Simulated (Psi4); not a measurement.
**HS (SMILES [SH]) at UCCSD(T)/6-311+G(d,p) (sweep point 7)**

Aim: the vertical doublet–quartet gap of HS at UCCSD(T)/6-311+G** (sweep point 7), from 2 runs. 

The results are computed with Psi4 1.11.

### 1 The molecule

The species is HS (2 atoms), meant as a doublet with charge 0. As SMILES, `[SH]`. Geometry: relaxed at GFN2-xTB.

Bond lengths: S1–H2 1.330 Å.

### 2 A single-point energy at UCCSD(T)/6-311+G(d,p) (sweep point 7)

input.inp reads:

```
memory 1600 mb

molecule m {
  0 2
  S      1.07338334    -0.35086545     0.55197010
  H     -1.07338334     0.35086545    -0.55197010
  units bohr
  symmetry c1
}

set globals {
  basis 6-311+G**
  reference uhf
  puream true
  scf_type pk
  num_frozen_docc 5
  maxiter 150
}

e, wfn = energy("ccsd(t)", return_wfn=True)
```

The run is started by

```console
$ psi4 -n 1 input.inp input.out
```

input.out:

```text
[...]
  Running in c1 symmetry.
[...]
  Nuclear repulsion =    6.364600572385179
[...]
  Multiplicity = 2
[...]
  Nalpha       = 9
  Nbeta        = 8
[...]
    Number of basis functions: 36
[...]
   @UHF iter   1:  -398.07475424015894   -4.26065e-01   6.25881e-03 ADIIS/DIIS
[...]
   @UHF iter  12:  -398.09399320428082   -3.46745e-12   8.27217e-09 DIIS
[...]
   @S^2 Observed:                7.578055641E-01
[...]
    Orbital Energies [Eh]
    ---------------------
    Alpha Occupied:
       1A    -91.989870     2A     -8.991529     3A     -6.688256
       4A     -6.669954     5A     -6.667463     6A     -0.991947
       7A     -0.555037     8A     -0.468811     9A     -0.403184
    Alpha Virtual:
      10A      0.077566    11A      0.093780    12A      0.095499
      13A      0.101527    14A      0.165886    15A      0.400640
      16A      0.417516    17A      0.444432    18A      0.510100
      19A      0.735915    20A      0.889355    21A      0.931184
      22A      0.984196    23A      0.984521    24A      1.206929
      25A      1.703441    26A      1.721906    27A      1.916169
[...]
  @UHF Final Energy:  -398.09399320428082
   => Energetics <=
    Nuclear Repulsion Energy =              6.3646005723851786
    One-Electron Energy =                -562.7467749098360628
    Two-Electron Energy =                 158.2881811331700703
    Total Energy =                       -398.0939932042808778
  UHF NO Occupations:
  HONO-2 :    7  A 1.9997762
  HONO-1 :    8  A 1.9965054
[...]
 Multipole Moments:
 ------------------------------------------------------------------------------------
     Multipole            Electronic (a.u.)      Nuclear  (a.u.)        Total (a.u.)
 ------------------------------------------------------------------------------------
 L = 1.  Multiply by 2.5417464519 to convert [e a0] to [Debye]
 Dipole X            :         -0.0000000           -0.0000000           -0.0000000
 Dipole Y            :         -0.0000000            0.0000000           -0.0000000
 Dipole Z            :          0.7836931           -1.2079336           -0.4242405
 Magnitude           :                                                    0.4242405
[...]
      * MP2 total energy                      = -398.205880988179217
[...]
      * CCSD total energy                     = -398.226219796014163
[...]
      * CCSD(T) total energy                     = -398.228896584552842
[...]
```

Run time: 4.2 s. Hardware: 1 thread of Intel Xeon Platinum 8488C (Sapphire Rapids), shared host; peak memory 0.2 GiB.

### 3 The quartet at the same level

hs.in reads:

```
memory 1.6 GB

molecule {
  0 4
  S      1.07338334    -0.35086545     0.55197010
  H     -1.07338334     0.35086545    -0.55197010
  units au
  symmetry c1
}

set {
  reference uhf
  puream true
  scf_type pk
  num_frozen_docc 5
  maxiter 150
}

e_tot, wfn = energy("ccsd(t)/6-311+G**", return_wfn=True)
print_variables()
```

The run is started by

```console
$ psi4 -i hs.in -o hs.out -n 1
```

hs.out:

```text
[...]
  Running in c1 symmetry.
[...]
  Nuclear repulsion =    6.364600572385179
[...]
  Multiplicity = 4
[...]
  Nalpha       = 10
  Nbeta        = 7
[...]
    Number of basis functions: 36
[...]
   @UHF iter   1:  -397.87542465245497   -2.26736e-01   6.00906e-03 ADIIS/DIIS
[...]
   @UHF iter  14:  -397.90413629562465   -3.97904e-12   9.19388e-09 DIIS
[...]
   @S^2 Observed:                3.760886585E+00
[...]
    Orbital Energies [Eh]
    ---------------------
    Alpha Occupied:
       1A    -92.100718     2A     -9.103308     3A     -6.794177
       4A     -6.794177     5A     -6.776823     6A     -1.122465
       7A     -0.644406     8A     -0.567930     9A     -0.567930
      10A     -0.157877
    Alpha Virtual:
      11A      0.074380    12A      0.076711    13A      0.076711
      14A      0.092877    15A      0.361096    16A      0.371507
      17A      0.371507    18A      0.463563    19A      0.653849
      20A      0.813557    21A      0.813557    22A      0.838735
      23A      0.838735    24A      1.119659    25A      1.678287
[...]
  @UHF Final Energy:  -397.90413629562465
   => Energetics <=
    Nuclear Repulsion Energy =              6.3646005723851786
    One-Electron Energy =                -561.0503434232051632
    Two-Electron Energy =                 156.7816065551953670
    Total Energy =                       -397.9041362956246530
  UHF NO Occupations:
  HONO-2 :    8  A 1.0000000
  HONO-1 :    9  A 1.0000000
[...]
 Multipole Moments:
 ------------------------------------------------------------------------------------
     Multipole            Electronic (a.u.)      Nuclear  (a.u.)        Total (a.u.)
 ------------------------------------------------------------------------------------
 L = 1.  Multiply by 2.5417464519 to convert [e a0] to [Debye]
 Dipole X            :         -0.0000000           -0.0000000           -0.0000000
 Dipole Y            :          0.0000000            0.0000000            0.0000000
 Dipole Z            :          1.9157179           -1.2079336            0.7077843
 Magnitude           :                                                    0.7077843
[...]
      * MP2 total energy                      = -398.003938874115704
[...]
      * CCSD total energy                     = -398.025408322639294
[...]
      * CCSD(T) total energy                     = -398.027796279731547
[...]
```

Wall time 4.5 s (1 thread of Intel Xeon Platinum 8488C (Sapphire Rapids), shared host); peak memory 0.2 GiB.

### 4 Outcome

Level: UCCSD(T)/6-311+G** (sweep point 7), 5 core orbitals frozen.

| quantity | value |
| --- | --- |
| doublet: total energy | -398.22890 Eh |
| doublet: HOMO energy (Hartree–Fock orbitals) (highest over α and β) | -10.26 eV |
| doublet: LUMO energy (Hartree–Fock orbitals) (lowest over α and β) | -0.17 eV |
| doublet: correlation energy (5 core orbitals frozen) | -134.9 mEh |
| doublet: (T) correction | -2.68 mEh |
| doublet: ⟨S²⟩ of the reference determinant | 0.758 |
| doublet: T1 diagnostic | 0.012 |
| quartet: total energy | -398.02780 Eh |
| quartet: HOMO energy (Hartree–Fock orbitals) (highest over α and β) | -4.30 eV |
| quartet: LUMO energy (Hartree–Fock orbitals) (lowest over α and β) | -1.29 eV |
| quartet: correlation energy (5 core orbitals frozen) | -123.7 mEh |
| quartet: (T) correction | -2.39 mEh |
| quartet: ⟨S²⟩ of the reference determinant | 3.761 |
| quartet: T1 diagnostic | 0.031 |
| vertical energy of the quartet above the doublet | 5.472 eV |

**Reading.** At this shape the quartet lies 5.47 eV (126 kcal/mol) above the doublet. The triples (doublet) make up 2.0 % of the correlation energy. The triples (quartet) make up 1.9 % of the correlation energy.
